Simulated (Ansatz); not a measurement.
Take MgS in the rock salt structure (space group Fm-3m, No. 225; a = 5.1820 Å) as the base.

Calculations: Ansatz (a quantum-chemistry and plane-wave program), PBEsol, PAW, cutoff 420 eV, no spin-orbit coupling.

One thing is altered: full substitution S → O; the structure is relaxed again.

Measured lattice parameter a: MgS 5.188 Å (static lattice; corrected from measurement; as listed in Tamar Goldzak et al., The Journal of Chemical Physics (2022)); MgO 4.189 Å (static lattice; corrected from measurement; as listed in Daniel Mejia-Rodriguez, S. B. Trickey, Phys. Rev. B (2018)).

**Question.** How well does PBEsol reproduce the measured shift?

**Answer.** With PBEsol the lattice parameter a moves by -0.968 Å (5.182 → 4.214) against -0.999 Å measured.

No phonon test of stability was made.
